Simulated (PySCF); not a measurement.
# C4H10O (Methyl propyl ether): the cost of one run

Computed with PySCF 2.14.0, with density-fitted response routines of our own, on a single molecule in the gas phase. Atoms count from 0, in the outputs and in this text.

## Step 1: The molecule as given

15 atoms, charge 0, multiplicity 1; geometry from: MMFF94s.

Bonds of the start (Å): C0–C1 1.52, C1–C2 1.52, C2–O3 1.43, O3–C4 1.42, C0–H5 1.09, C0–H6 1.09, C0–H7 1.09, C1–H8 1.10, C1–H9 1.10, C2–H10 1.10, C2–H11 1.10, C4–H12 1.09, C4–H13 1.09, C4–H14 1.09.

## Step 2: Optimising the geometry at PBE0-D3(BJ)/def2-SVP

What the job is given:

```
{"job": {"xc": "PBE0", "basis": "def2-SVP", "d3": "d3bj", "grid": 1, "kind": "geom"}, "charge": 0, "multiplicity": 1}
C     -2.272130     0.013334     0.416811
C     -1.075722    -0.473966    -0.380496
C      0.227009     0.134782     0.122118
O      1.295509    -0.371933    -0.675988
C      2.550872     0.153146    -0.265682
H     -3.192521    -0.439166     0.034743
H     -2.373741     1.100996     0.346362
H     -2.174917    -0.255176     1.473575
H     -1.210656    -0.229527    -1.440989
H     -1.014477    -1.567663    -0.328766
H      0.392959    -0.137078     1.170976
H      0.192961     1.227103     0.037106
H      3.327496    -0.268172    -0.909563
H      2.764206    -0.129030     0.769822
H      2.563153     1.242349    -0.370032
```

Run with:

```bash
$ OMP_NUM_THREADS=1 python probes_run.py task.json out
```

One launch serves the whole session: the jobs run in the order shown.

Q: Estimate the wall time and peak memory of this first job on 1 thread of Arm Neoverse V1, shared host.

About 29 s, with a peak of 0.49 GiB.
